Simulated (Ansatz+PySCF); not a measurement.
A calculation with PySCF 2.14.0.

```python
from pyscf import gto, scf, cc

mol = gto.M(atom="""
F 0.000000 0.000000 0.000000
F 0.000000 0.000000 1.720000
""", basis='sto-3g', charge=1, spin=1)
mf = scf.UHF(mol)
mf.kernel()
mycc = cc.CCSD(mf, frozen=2).run()
et = mycc.ccsd_t()
print(mf.e_tot, mycc.e_corr, et, mycc.e_tot + et)
```

The script is written out from the run's settings.

The run gave:

| Quantity | Value |
| --- | --- |
| Converged | yes |
| Reference energy | -195.35058 hartree |
| CCSD correlation energy | -0.23912 hartree |
| Triples correction | -0.00289 hartree |
| Total energy | -195.59260 hartree |
| Spin squared of the determinant | 0.750 |

Caution: large amplitudes, a single reference is doubtful; the charge can sit on one fragment and break the point group.
